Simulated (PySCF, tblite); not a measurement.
Isomers of [C4H8]+ (charge +1 and doublet state), one GFN2-xTB conformer each. Single-point energies are computed at B3LYP/pcH-1 (PySCF, gas phase, no added dispersion term), electronic only. GFN2-xTB treats the open shell by occupation alone, and not every SCF solution was tested for stability.

```csv
SMILES,GFN2-xTB relative energy (kJ/mol)
C[CH][CH+]C,0.0
[CH2][CH+]CC,58.6
```

Conformers: `[CH3:1][CH:2][CH+:3][CH3:4]` (charge +1 and doublet state) with C1–C2–C3–C4 180°; `[CH2:1][CH+:2][CH2:3][CH3:4]` (charge +1 and doublet state) with H–C1–C2–C3 -168° and 11°, C1–C2–C3–C4 170°.

**Question.** What does B3LYP/pcH-1 give for the same structures?

**Answer.** 
```tsv
SMILES	B3LYP/pcH-1 E (Eh)	B3LYP/pcH-1 (kJ/mol)	GFN2-xTB (kJ/mol)	point group
C[CH][CH+]C	-156.91812	0.0	0.0	–
[CH2][CH+]CC	-156.89166	69.5	58.6	–
```

Both levels put the same isomer lowest. 

**Question.** What happens when harmonic zero-point energies from GFN2-xTB frequencies are added?

**Answer.** 
| SMILES | ZPE (kJ/mol) | electronic (kJ/mol) | with ZPE (kJ/mol) |
| --- | --- | --- | --- |
| C[CH][CH+]C | 266.1 | 0.0 | 0.0 |
| [CH2][CH+]CC | 263.7 | 69.5 | 67.0 |

The zero-point energies span 2.4 kJ/mol. The order is unchanged.
